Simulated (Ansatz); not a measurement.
**C₂H₃B (SMILES BC#C): a rigid scan of the bond length B1–H4**

One table from this session's results is given with a row withheld; the runs are named, their logs left out.

Method: single points in def2-TZVPP; program: Ansatz 0.2.0, Gaussian basis.

Levels: PBE-D4, r2SCAN-D4, PBE0-D4, B3LYP-D4, wB97M-V, Hartree-Fock, MP2, CCSD, CCSD(T). The scan takes 1.074, 1.098, 1.133, 1.174, 1.220, 1.268, 1.320, 1.375, 1.432 Å.

Correlated methods freeze the cores. B3LYP uses VWN-RPA correlation.

18 further runs of the same task are left out: 18 set aside as unsound or not needed.

**The system as given**

6 atoms, charge 0, spin multiplicity 1.

Atoms are counted from 1 here; the program's logs count them from 0.

Bond lengths: B1–C2 1.466 Å, B1–H4 1.147 Å, B1–H5 1.214 Å, C2–C3 1.177 Å, C3–H6 1.079 Å. Angles: C2–B1–H4 122.2°, C2–B1–H5 122.5°, H4–B1–H5 115.1°, B1–C2–C3 179.1°, C2–C3–H6 177.6°.

Geometry (Å):

```mol
C2H3B
  3D, bonds by distance, orders not assigned

  6  5  0  0  0  0  0  0  0  0999 V2000
   -0.8174    0.6139   -0.3653 B   0  0
    0.2717   -0.2333    0.1304 C   0  0
    1.1396   -0.9278    0.5169 C   0  0
   -1.7059    0.1872   -0.9522 H   0  0
   -0.8056    1.8231   -0.2563 H   0  0
    1.9598   -1.5272    0.8803 H   0  0
  1  2  8  0
  1  4  8  0
  1  5  8  0
  2  3  8  0
  3  6  8  0
M  END
```

Set-up of the first run:

Contents of pre/in.yaml:

```yaml
crystal:
  periodic: [false, false, false]
  atoms:
    - {symbol: B, position_ang: [-0.817400, 0.613900, -0.365300]}
    - {symbol: C, position_ang: [0.271700, -0.233300, 0.130400]}
    - {symbol: C, position_ang: [1.139600, -0.927800, 0.516900]}
    - {symbol: H, position_ang: [-1.705900, 0.187200, -0.952200]}
    - {symbol: H, position_ang: [-0.805600, 1.823100, -0.256300]}
    - {symbol: H, position_ang: [1.959800, -1.527200, 0.880300]}
basis:
  gaussian: {orbitals: def2-SVP}
hamiltonian: {xc: pbe, dispersion: d4}
relax: {f_tol: 0.03, max_steps: 250}
```

The command line of these runs was not kept.

Among the steps run: A first relaxation in a small basis; Finding the minimum; The minimum at every level; B1–H4 = 1.074 Å; B1–H4 = 1.098 Å; B1–H4 = 1.133 Å; B1–H4 = 1.174 Å; B1–H4 = 1.220 Å; B1–H4 = 1.268 Å; B1–H4 = 1.320 Å; B1–H4 = 1.375 Å; B1–H4 = 1.432 Å.

One of the session's tables, all rows but one given; the rest of the session is left out.

Energies less that of the minimum at the same level (kJ/mol):

| bond length (Å) | PBE-D4 | PBE0-D4 | B3LYP-D4 | wB97M-V | Hartree-Fock |
| --- | --- | --- | --- | --- | --- |
| 1.074 | 21.4 | 19.9 | 18.3 | 17.8 | 18.3 |
| 1.098 | 13.4 | 12.1 | 10.9 | 10.5 | 10.8 |
| 1.133 | 5.4 | 4.5 | 3.8 | 3.5 | 3.6 |
| 1.174 | 0.7 | 0.4 | 0.2 | 0.1 | 0.1 |
| 1.193 (minimum) | 0.0 | 0.0 | 0.0 | 0.0 | 0.0 |
| 1.220 | ? | ? | ? | ? | ? |
| 1.268 | 4.5 | 5.8 | 6.4 | 6.8 | 7.2 |
| 1.320 | 13.0 | 15.2 | 16.1 | 16.9 | 17.9 |
| 1.375 | 25.3 | 28.6 | 29.6 | 31.0 | 32.8 |
| 1.432 | 40.6 | 45.1 | 45.9 | 48.4 | 51.2 |

**Question.** Estimate the row for bond length (Å) = 1.220.

The run gave: PBE-D4: 0.4; PBE0-D4: 0.8; B3LYP-D4: 1.1; wB97M-V: 1.2; Hartree-Fock: 1.3.

To keep in mind: A polynomial through the near points puts the CCSD(T) minimum 0.002 Å below the PBE0-D4 value.
